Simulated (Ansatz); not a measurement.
## Bulk modulus B0 of some III–V compounds, all zinc-blende

Method: HSE06 in Ansatz (plane waves, PAW). References are measured values corrected to a static lattice.

Values in GPa.

```json
[
 {"solid": "zinc-blende GaAs", "reference": "76.7", "HSE06": "72.2", "error (%)": "-5.9"},
 {"solid": "cubic BN", "reference": "410 (388–410)", "HSE06": "404", "error (%)": "-1.5"},
 {"solid": "zinc-blende InAs", "reference": "58.6", "HSE06": "58.0", "error (%)": "-1.0"},
 {"solid": "zinc-blende InP", "reference": "72", "HSE06": "69.3", "error (%)": "-3.8"},
 {"solid": "zinc-blende BP", "reference": "176 (168–176)", "HSE06": "175", "error (%)": "-0.6"},
 {"solid": "zinc-blende InSb", "reference": "46.1", "HSE06": "44.0", "error (%)": "-4.6"},
 {"solid": "zinc-blende AlAs", "reference": "75", "HSE06": "75.8", "error (%)": "+1.1"},
 {"solid": "zinc-blende GaP", "reference": "89.6", "HSE06": "87.8", "error (%)": "-2.0"}
]
```

Over these 8 solids the mean error is -2.3 %, the mean absolute error 2.5 % (median 1.7 %), and the worst case zinc-blende GaAs at -5.9 %; the value is too low in 7 of 8 cases.

All these references are brought to a static lattice.

Spin–orbit coupling is left out, also for the solids with elements from indium on (zinc-blende InAs, zinc-blende InP, zinc-blende InSb); its size isn't shown.

Brackets give the range of the sources taken for a reference, where it is wide; it can hold other temperatures.

Differences are worked out from the printed values.

Each level is taken at its own relaxed cell. Ansatz's density-functional and Hartree–Fock values are scalar-relativistic unless marked +SOC, with PAW data made under PBE.

Not in this set, of the III–V compounds with a reference value in our tables and a result at some level: 3 for a reference at room or unstated temperature; 1 for a high-temperature or high-pressure phase; 1 for sources at odds. These can be a level's best or worst cases. At least 2 more with a reference value are held back for tests. Solids without a released value at any level aren't counted. Layered and molecular crystals are counted apart.

References as tabulated in Mejia-Rodriguez and Trickey (2018), arXiv:1807.09216; Goldzak et al. (2022), arXiv:2208.04865.

Ansatz is an electronic-structure program.
